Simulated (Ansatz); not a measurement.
# Molecular dynamics, step by step

Si$_{2}$H$_{8}$O (SMILES O.[SiH3][SiH3]), closed shell, r2SCAN-D4/def2-SVP (Ansatz 0.2.0). Settings (timestep in fs, temperature in K; T counts 27 degrees of freedom):

```yaml
hamiltonian: {xc: r2scan, dispersion: d4}
md: {n_steps: 40, timestep: 1.0, temperature: 300, ensemble: nve, seed: 241, initial_velocities: maxwell_boltzmann}
```

Start (the SMILES describes the start alone):

```xyz
11
angstrom
O -0.8216 0.0624 -3.0303
H -1.1322 -0.8321 -3.1893
H 0.0147 0.1252 -3.4979
Si 0.5210 0.0806 2.3354
Si -0.0489 0.0869 0.0636
H -0.6933 0.2193 3.1859
H 1.2025 -1.1910 2.7052
H 1.4410 1.2076 2.6527
H -0.7254 1.3626 -0.2768
H -0.9523 -1.0617 -0.2092
H 1.1945 -0.0598 -0.7391
```

```
step  time (fs)  potential energy less the start (meV)  kinetic energy (meV)  T (K)
   0       0.00                                    0.0                 349.0    300
   2       2.00                                  105.0                 248.3    213
   4       4.00                                  154.5                 199.9    172
   6       6.00                                   89.1                 261.2    225
   8       8.00                                  112.2                 238.9    205
  10      10.00                                  197.6                 156.6    135
  12      12.00                                  190.7                 162.8    140
  14      14.00                                  116.3                 234.8    202
  16      16.00                                  105.9                 244.7    210
  18      18.00                                  153.7                 200.9    173
  20      20.00                                   90.9                 260.0    223
  22      22.00                                   79.1                 271.2    233
  24      24.00                                  172.7                 180.5    155
  26      26.00                                  216.4                 138.3    119
  28      28.00                                  134.5                 217.2    187
  30      30.00                                   84.3                 265.4    228
  32      32.00                                  163.1                 189.9    163
  34      34.00                                  185.4                 169.1    145
  36      36.00                                   84.6                 265.3    228
  38      38.00                                   91.0                 259.7    223
  40      40.00                                  185.2                 168.8    145
```

Step 8, positions (Å) and forces (eV/Å):

| atom | x | y | z | Fx | Fy | Fz |
| --- | --- | --- | --- | --- | --- | --- |
| O1 | -0.847 | 0.051 | -3.067 | -0.180 | 0.412 | 0.134 |
| H2 | -1.148 | -0.862 | -3.034 | 0.113 | -0.206 | -0.049 |
| H3 | 0.015 | 0.021 | -3.495 | 0.094 | -0.188 | -0.028 |
| Si4 | 0.519 | 0.066 | 2.348 | -0.080 | 0.329 | 0.076 |
| Si5 | -0.037 | 0.118 | 0.074 | 0.270 | -0.473 | -0.719 |
| H6 | -0.720 | 0.150 | 3.192 | 0.118 | 0.080 | 0.017 |
| H7 | 1.137 | -1.284 | 2.641 | 0.130 | 0.426 | 0.006 |
| H8 | 1.404 | 1.298 | 2.634 | -0.290 | -0.785 | 0.009 |
| H9 | -0.688 | 1.398 | -0.383 | 0.130 | -0.279 | 0.155 |
| H10 | -0.817 | -1.114 | -0.344 | -0.067 | 0.374 | 0.299 |
| H11 | 1.285 | -0.119 | -0.637 | -0.238 | 0.310 | 0.100 |

Step 12, positions (Å) and forces (eV/Å):

```tsv
atom	x	y	z	Fx	Fy	Fz
O1	-0.862	0.050	-3.082	0.495	-0.767	-0.244
H2	-1.101	-0.888	-2.977	-0.340	0.307	0.188
H3	0.009	-0.092	-3.495	-0.127	0.478	0.108
Si4	0.513	0.058	2.354	0.607	0.555	-0.033
Si5	-0.028	0.131	0.075	0.386	-0.447	-0.825
H6	-0.703	0.129	3.191	-0.204	0.091	0.263
H7	1.154	-1.299	2.623	0.021	0.583	-0.024
H8	1.424	1.315	2.657	-0.594	-1.164	-0.108
H9	-0.669	1.409	-0.420	0.168	-0.379	0.243
H10	-0.793	-1.110	-0.365	-0.011	0.444	0.319
H11	1.329	-0.095	-0.592	-0.401	0.299	0.114
```

Step 16, positions (Å) and forces (eV/Å):

```json
{"atom": "O1", "x": "-0.873", "y": "0.043", "z": "-3.100", "Fx": "0.227", "Fy": "-0.743", "Fz": "-0.009"}
{"atom": "H2", "x": "-1.104", "y": "-0.880", "z": "-2.896", "Fx": "-0.414", "Fy": "0.282", "Fz": "0.173"}
{"atom": "H3", "x": "-0.005", "y": "-0.140", "z": "-3.485", "Fx": "0.219", "Fy": "0.472", "Fz": "-0.111"}
{"atom": "Si4", "x": "0.509", "y": "0.054", "z": "2.359", "Fx": "-1.010", "Fy": "-0.214", "Fz": "-0.337"}
{"atom": "Si5", "x": "-0.018", "y": "0.141", "z": "0.073", "Fx": "0.463", "Fy": "-0.246", "Fz": "0.136"}
{"atom": "H6", "x": "-0.710", "y": "0.121", "z": "3.224", "Fx": "0.026", "Fy": "0.009", "Fz": "0.055"}
{"atom": "H7", "x": "1.179", "y": "-1.238", "z": "2.603", "Fx": "0.258", "Fy": "-0.262", "Fz": "0.104"}
{"atom": "H8", "x": "1.371", "y": "1.180", "z": "2.671", "Fx": "0.563", "Fy": "0.554", "Fz": "0.256"}
{"atom": "H9", "x": "-0.631", "y": "1.375", "z": "-0.426", "Fx": "-0.234", "Fy": "0.387", "Fz": "0.000"}
{"atom": "H10", "x": "-0.776", "y": "-1.051", "z": "-0.342", "Fx": "-0.365", "Fy": "-0.305", "Fz": "0.002"}
{"atom": "H11", "x": "1.323", "y": "-0.027", "z": "-0.535", "Fx": "0.268", "Fy": "0.068", "Fz": "-0.269"}
```

Last step (40):

```xyz
11
angstrom
O -0.9313 -0.0216 -3.1914
H -1.2259 -0.6195 -2.4727
H -0.0248 -0.3010 -3.3819
Si 0.4699 0.0194 2.3892
Si 0.0621 0.2046 0.0695
H -0.7275 -0.0397 3.2641
H 1.1860 -1.3248 2.5737
H 1.3917 1.2306 2.8439
H -0.7195 1.4880 -0.1823
H -0.7890 -1.0029 -0.3472
H 1.3307 0.0988 -0.7746
```

Hardware: 4 CPU threads of an Arm Neoverse V2, shared host. Wall time about 50 s.
